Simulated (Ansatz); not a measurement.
# BCN+ (doublet): the correlation ladder, def2-QZVPP

The task here is to estimate one member of a computed series from the others.

The runs use Ansatz 0.2.0, Gaussian basis; def2-QZVPP, core rule «outside noble gas», up to 3 orbitals frozen.

To be run: UHF; ROHF; CCSD(T) on UHF.

2 further runs of the same task are left out: 2 set aside as unsound or not needed.

## What is computed

The geometry is a PBE0/def2-TZVP stationary point (not a proven minimum) of the parent state, kept for this charge and spin.

3 atoms, charge 1, spin multiplicity 2.

Atoms are counted from 1 here; the program's logs count them from 0.

Bond lengths: B1–C2 1.451 Å, C2–N3 1.169 Å. Angles: B1–C2–N3 180.0°.

The first run:

Contents of in.yaml:

```yaml
crystal:
  periodic: [false, false, false]
  atoms:
    - {symbol: B, position_ang: [0.000000, 0.000000, 1.356800]}
    - {symbol: C, position_ang: [0.000000, 0.000000, -0.094000]}
    - {symbol: N, position_ang: [0.000000, 0.000000, -1.262800]}
basis:
  gaussian: {orbitals: "def2-QZVPP.json"}
total_charge: 1
magnetization: {spin_polarized: true, initial_magnetization: 1}
hamiltonian: {xc: hf}
output: {orbitals: {seedname: orbitals}}
```

Command:

```console
ansatz run in.yaml --threads 1 --pin off --events-out ev --progress --plain --max-ram 2393MiB
```

Among the steps run: UHF; ROHF; CCSD(T) on UHF.

One table of the session follows, with a row left open; its other results are not shown here.

| method | from UCCSD(T) (kJ/mol) |
| --- | --- |
| ROHF | ? |
| UMP2 | +147.4 |
| UCCSD | +66.2 |
| UCCSD(T) | 0 |

Estimate the missing values for ROHF.

The run gave: from UCCSD(T) (kJ/mol): +1091.7. In the column «from UCCSD(T) (kJ/mol)» it is the highest.

Left out of the table: UHF (another determinant or state than the rows shown).

To keep in mind: The determinant is far from a pure spin state, so its energy mixes those of several spin states (harmless only where they are near-degenerate, as at dissociation). Warnings: spin contamination; coupled cluster took another determinant than the lowest.
